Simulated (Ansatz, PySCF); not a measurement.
Scan of H2N, doublet: symmetric bend, bond length relaxed. Scanned: H-N-H angle. Other coordinates (N-H bond length) were minimised at PBE0/def2-TZVP.

- UKS-PBE/cc-pVTZ = Ansatz (a first-principles code) with unrestricted PBE/cc-pVTZ
- wB97X-V = unrestricted wB97X-V/cc-pVTZ (PySCF 2.14.0)
- CCSD(T) on UHF/cc-pVTZ, 1 core orbital frozen (PySCF)

Energies relative to the lowest point of each profile, in kJ/mol; the last columns give the difference from CCSD(T):

| a / ° | UKS-PBE/cc-pVTZ | wB97X-V | CCSD(T) | UKS-PBE/cc-pVTZ − CCSD(T) | wB97X-V − CCSD(T) |
|---|---|---|---|---|---|
| 180 | 136.2 | 137.7 | 147.8 | -11.7 | -10.1 |
| 172 | 132.7 | 134.1 | 143.8 | -11.1 | -9.7 |
| 164 | 122.7 | 123.5 | 132.2 | -9.5 | -8.7 |
| 156 | 107.1 | 107.2 | 114.4 | -7.3 | -7.2 |
| 148 | 87.6 | 86.9 | 92.6 | -5.0 | -5.6 |
| 140 | 66.2 | 64.9 | 69.1 | -2.9 | -4.2 |
| 132 | 44.9 | 43.3 | 46.2 | -1.3 | -3.0 |
| 124 | 26.0 | 24.2 | 26.2 | -0.2 | -2.0 |
| 116 | 11.3 | 9.7 | 10.9 | 0.4 | -1.2 |
| 108 | 2.1 | 1.2 | 1.7 | 0.4 | -0.6 |
| 100 | 0.0 | 0.0 | 0.0 | 0.0 | 0.0 |
| 92 | 5.9 | 7.2 | 6.7 | -0.8 | 0.5 |
| 84 | 20.6 | 23.7 | 22.7 | -2.1 | 1.0 |
| 76 | 44.8 | 50.0 | 48.6 | -3.8 | 1.4 |
| 68 | 79.1 | 86.7 | 85.0 | -5.9 | 1.7 |
| 60 | 123.9 | 133.9 | 132.2 | -8.3 | 1.7 |

UKS-PBE/cc-pVTZ is furthest from CCSD(T) at 180 (-11.7 kJ/mol, below); its mean absolute difference over the points is 4.4 kJ/mol.

wB97X-V is furthest from CCSD(T) at 180 (-10.1 kJ/mol, below); its mean absolute difference over the points is 3.7 kJ/mol.
